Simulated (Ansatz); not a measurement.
# CH5OSi+ (SMILES CO[SiH2+]): single points off equilibrium

Program: Ansatz 0.2.0, Gaussian basis. Level of theory: single points in def2-TZVPP. These are calculated values, not measurements.

Cores are frozen in the correlated methods.

## Step 1: Where the work starts

8 atoms, charge 1, spin multiplicity 1.

Atoms are counted from 1 here; the program's logs count them from 0.

Bond lengths: C1–O2 1.456 Å, C1–H4 1.097 Å, C1–H5 1.110 Å, C1–H6 1.074 Å, O2–Si3 1.586 Å, Si3–H7 1.441 Å, Si3–H8 1.453 Å. Angles: O2–C1–H4 103.9°, O2–C1–H5 105.2°, O2–C1–H6 104.9°, H4–C1–H5 117.4°, H4–C1–H6 112.6°, H5–C1–H6 111.5°, C1–O2–Si3 176.5°, O2–Si3–H7 130.5°, O2–Si3–H8 113.7°, H7–Si3–H8 115.3°.

Geometry (Å):

```xyz
8
charge 1, multiplicity 1
C    -0.64068    1.12427   -0.45794
O     0.05293   -0.07196   -0.00157
Si    0.74616   -1.37921    0.57018
H    -1.13942    0.80371   -1.38103
H     0.14632    1.90139   -0.54673
H    -1.33547    1.35679    0.32702
H     2.05321   -1.57079    1.14708
H    -0.00907   -2.59596    0.32687
```

## Step 2: PBE-D4/def2-TZVPP

Input file run/in.yaml:

```yaml
crystal:
  periodic: [false, false, false]
  atoms:
    - {symbol: C, position_ang: [-0.640679, 1.124271, -0.457936]}
    - {symbol: O, position_ang: [0.052931, -0.071956, -0.001566]}
    - {symbol: Si, position_ang: [0.746163, -1.379214, 0.570178]}
    - {symbol: H, position_ang: [-1.139415, 0.803715, -1.381034]}
    - {symbol: H, position_ang: [0.146315, 1.901392, -0.546729]}
    - {symbol: H, position_ang: [-1.335471, 1.356795, 0.327020]}
    - {symbol: H, position_ang: [2.053212, -1.570792, 1.147076]}
    - {symbol: H, position_ang: [-0.009074, -2.595957, 0.326866]}
basis:
  gaussian: {orbitals: def2-TZVPP}
total_charge: 1
hamiltonian: {xc: pbe, dispersion: d4}
output: {forces: true}
```

The run is started by

```console
$ ansatz run in.yaml --threads 2 --pin off --events-out ev --progress --plain --max-ram 3481MiB
```

Q: Estimate wall time and peak memory on 2 threads of Intel Xeon at 2.50GHz, shared host.

About 5.5 s, with a peak of 0.17 GiB.
